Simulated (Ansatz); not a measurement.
`C#COCC` and `CCOC` differ in one atom or group.

Ansatz, PBE0-D4/def2-TZVP geometries, multiplicity 1. Each molecule was computed in one conformer, which needn't be the lowest.

```json
{"property": "HOMO energy (PBE/def2-TZVPP) / eV", "`C#COCC`": "-5.66"}
{"property": "size of the dipole moment (B3LYP/def2-TZVPP) / D", "`C#COCC`": "2.18"}
{"property": "HOMO–LUMO gap (PBE/def2-TZVPP) / eV", "`C#COCC`": "5.94"}
{"property": "HOMO–LUMO gap (PBE0/def2-TZVPP) / eV", "`C#COCC`": "8.08"}
{"property": "HOMO–LUMO gap (ωB97M-V/def2-TZVPP) / eV", "`C#COCC`": "11.82"}
{"property": "LUMO energy (PBE0/def2-TZVPP) / eV", "`C#COCC`": "1.14"}
```

Q: Give the same properties after the change, and the shifts. (Estimate.)

A: Ansatz gave: 
```json
{"property": "HOMO energy (PBE/def2-TZVPP) / eV", "`CCOC`": "-5.78", "shift": "-0.12"}
{"property": "size of the dipole moment (B3LYP/def2-TZVPP) / D", "`CCOC`": "1.12", "shift": "-1.06"}
{"property": "HOMO–LUMO gap (PBE/def2-TZVPP) / eV", "`CCOC`": "6.33", "shift": "0.39"}
{"property": "HOMO–LUMO gap (PBE0/def2-TZVPP) / eV", "`CCOC`": "8.73", "shift": "0.65"}
{"property": "HOMO–LUMO gap (ωB97M-V/def2-TZVPP) / eV", "`CCOC`": "12.60", "shift": "0.78"}
{"property": "LUMO energy (PBE0/def2-TZVPP) / eV", "`CCOC`": "1.37", "shift": "0.23"}
```

With PBE0 the HOMO falls by 0.42 eV and the LUMO rises by 0.23 eV, so the gap widens by about 0.65 eV. PBE moves the HOMO by -0.12 eV and ωB97M-V by -0.57 eV. Dipoles are sizes alone; their direction can turn.

B3LYP here is the variant with VWN-RPA as its local correlation; programs differ in this.
